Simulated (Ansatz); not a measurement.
CH9NSi, singlet: a saddle search.

Input (in.yaml):

```yaml
crystal:
  periodic: [false, false, false]
  atoms:
    - {symbol: Si, position_ang: [-0.723800, -0.160200, -0.022500]}
    - {symbol: N, position_ang: [0.472000, -0.840000, 1.225000]}
    - {symbol: H, position_ang: [-1.175300, -1.454500, -0.610100]}
    - {symbol: H, position_ang: [-1.943600, 0.361700, 0.554800]}
    - {symbol: C, position_ang: [0.199200, 0.654100, -1.455000]}
    - {symbol: H, position_ang: [0.558400, 0.334100, 1.553000]}
    - {symbol: H, position_ang: [0.096000, 1.405800, 1.270300]}
    - {symbol: H, position_ang: [0.063800, -1.463700, 1.909600]}
    - {symbol: H, position_ang: [1.300400, -1.287200, 0.850600]}
    - {symbol: H, position_ang: [0.393600, 1.702600, -1.270300]}
    - {symbol: H, position_ang: [1.151500, 0.167300, -1.644300]}
    - {symbol: H, position_ang: [-0.392200, 0.580100, -2.361100]}
basis:
  gaussian: {orbitals: def2-SVP}
hamiltonian: {xc: pbe0, dispersion: d4}
saddle:
  max_steps: 4
  mode_guess:
    - [-0.0170, 0.3083, 0.0314]
    - [0.0570, 0.1056, 0.0987]
    - [0.1098, 0.0938, 0.1047]
    - [-0.1365, -0.0022, -0.0147]
    - [-0.0038, 0.0335, -0.0725]
    - [0.1936, -0.7571, 0.1817]
    - [-0.2605, 0.1036, -0.2865]
    - [0.0238, 0.0415, 0.0381]
    - [0.0273, 0.0737, 0.0332]
    - [0.0203, 0.0192, -0.0555]
    - [-0.0127, -0.0083, -0.0068]
    - [-0.0012, -0.0116, -0.0518]
```

Command:

```bash
ansatz run in.yaml --threads 4 --pin off --events-out ev --progress --plain --max-ram 9574MiB
```

Output of Ansatz 0.2.0:

```
Functional definition: PBE0
  name "PBE0"
  cite "Adamo & Barone, J. Chem. Phys. 110, 6158 (1999) doi:10.1063/1.478522"
  cite "Perdew, Burke & Ernzerhof, Phys. Rev. Lett. 77, 3865 (1996) doi:10.1103/PhysRevLett.77.3865"
  parent pbe
  parameter a = 0.25
  parameter kappa = 0.804
  parameter beta = 0.06672455060314922
  exchange = (1 - a)*pbe_x(kappa = kappa, mu = beta*pi^2/3) + a*exact_x
  correlation = pbe_c(beta = beta)
992 factors; integrals over basis functions are off by at most 3.3e-4 eV
mean field evaluation 1: about -10531.9199 eV, gradient 5.5e1 eV
mean field evaluation 2: about -10528.5946 eV, gradient 6.5e1 eV
mean field evaluation 4: about -10538.4132 eV, gradient 2.8e0 eV
mean field evaluation 8: about -10538.4382 eV, gradient 5.5e-2 eV
mean field -10538.43822337 eV, -387.2804614987 hartree, gradient 1.4e-5 eV, S^2 0.000000; 0 other end points of the search recorded, 0 dependent functions left out
the calculation of the forces begins
reference -10538.43825133 eV, -387.2804625265 hartree; 18, 18 occupied and 73, 73 virtual orbitals, 992 factors
these checks for a lower state are left out or cut short: stability, starts, cluster_reference, orbital_swaps, neighbouring_geometries, increment
992 factors; integrals over basis functions are off by at most 3.3e-4 eV
mean field evaluation 16: about -10538.4199 eV, gradient 4.5e-1 eV
mean field -10538.42725308 eV, -387.2800583481 hartree, gradient 1.3e-6 eV, S^2 0.000000; 0 other end points of the search recorded, 0 dependent functions left out
the calculation of the forces begins
reference -10538.42728103 eV, -387.2800593753 hartree; 18, 18 occupied and 73, 73 virtual orbitals, 992 factors
these checks for a lower state are left out or cut short: stability, starts, cluster_reference, orbital_swaps, neighbouring_geometries, increment
992 factors; integrals over basis functions are off by at most 3.3e-4 eV
mean field -10538.42694125 eV, -387.2800468886 hartree, gradient 2.2e-6 eV, S^2 0.000000; 0 other end points of the search recorded, 0 dependent functions left out
the calculation of the forces begins
reference -10538.42696920 eV, -387.2800479157 hartree; 18, 18 occupied and 73, 73 virtual orbitals, 992 factors
saddle step   1: F+E_penalty+E_count = -10538.61728983 eV  max|allowed force component| = 1.066e0 eV/Å  curvature = -9.4022 eV/Å²  mode residual = 1.54e0 eV/Å²  Δτ_max = 0.0000 Å  (1 rotations, 3 force calls, 52 SCF iters)  cluster: 3 rotations left out, max|force component along them| = 4.771e-8 eV/Å
saddle step   2: F+E_penalty+E_count = -10538.56577751 eV  max|allowed force component| = 1.162e0 eV/Å  curvature = -7.0281 eV/Å²  mode residual = 3.24e0 eV/Å²  Δτ_max = 0.1721 Å  (1 rotations, 3 force calls, 55 SCF iters)  cluster: 3 rotations left out, max|force component along them| = 1.642e-8 eV/Å
saddle step   3: F+E_penalty+E_count = -10538.63646283 eV  max|allowed force component| = 6.434e-1 eV/Å  curvature = -8.2501 eV/Å²  mode residual = 1.37e0 eV/Å²  Δτ_max = 0.1060 Å  (1 rotations, 3 force calls, 52 SCF iters)  cluster: 3 rotations left out, max|force component along them| = 1.266e-7 eV/Å
saddle step   4: F+E_penalty+E_count = -10538.65694418 eV  max|allowed force component| = 4.785e-1 eV/Å  curvature = -8.1305 eV/Å²  mode residual = 1.27e0 eV/Å²  Δτ_max = 0.0230 Å  (1 rotations, 3 force calls, 52 SCF iters)  cluster: 3 rotations left out, max|force component along them| = 3.778e-8 eV/Å
Error: the saddle search did not converge after 4 steps: max|allowed force component| = 4.79e-1 eV/Å (threshold 5.0e-2). At the last step the curvature along the mode is -8.130 eV/Å² (extrapolated from the last rotation, not read by a force call), negative, as on the way to a saddle point. To go on, set a larger `saddle.max_steps` (a set value also replaces the default of 250 for a search that goes on from a second negative curvature), or search again from the last step's geometry and mode. Where this run's directory can be resumed (`checkpoint.write`), a resume goes on for up to `saddle.max_steps` more
F+E_penalty+E_count at the last step = -10538.65694418 eV
to start another search from the last step: its geometry and its mode (saddle.mode_guess, Cartesian):
  atoms:
    - { symbol: Si, position_ang: [-0.69830234, -0.11250318, -0.01200822] }
    - { symbol: N, position_ang: [0.46851456, -0.85985576, 1.25841506] }
    - { symbol: H, position_ang: [-1.11534328, -1.44674487, -0.57096569] }
    - { symbol: H, position_ang: [-1.96879929, 0.40833959, 0.53912681] }
    - { symbol: C, position_ang: [0.17948508, 0.69598145, -1.47079872] }
    - { symbol: H, position_ang: [0.56596646, 0.27393802, 1.57010357] }
    - { symbol: H, position_ang: [0.08258228, 1.30198985, 1.17483278] }
    - { symbol: H, position_ang: [0.05340125, -1.48102869, 1.95658278] }
    - { symbol: H, position_ang: [1.31639747, -1.28373580, 0.87422678] }
    - { symbol: H, position_ang: [0.39655127, 1.75653901, -1.28562852] }
    - { symbol: H, position_ang: [1.13465711, 0.16904631, -1.64008498] }
    - { symbol: H, position_ang: [-0.41511056, 0.57813407, -2.39380165] }
  mode_guess:
    - [-0.02198735, 0.32483805, 0.04968911]
    - [0.06045410, 0.08507838, 0.09291242]
    - [0.10968047, 0.10463930, 0.11139382]
    - [-0.15967594, -0.01056591, -0.03115225]
    - [-0.00802713, 0.02710836, -0.07054448]
    - [0.26998305, -0.69672800, 0.21068641]
    - [-0.27971023, 0.06315414, -0.32399521]
    - [0.01130792, 0.03807522, 0.03784510]
    - [0.01509666, 0.06272151, 0.03075397]
    - [0.01388067, 0.01715404, -0.04673526]
    - [-0.01202504, -0.00844373, -0.00355087]
    - [0.00102283, -0.00703135, -0.05730277]


[the SCF lines of later steps are left out]
```

The lines “mean field evaluation” count trial sets of orbitals through the whole run, from several starts and some on an approximate energy, so they need not fall steadily or lie above the final value.

The run took about 8 s on 4 CPU threads of an Arm Neoverse V2 (shared host).


The run did not converge within its limit. Four steps were allowed, too few from this start.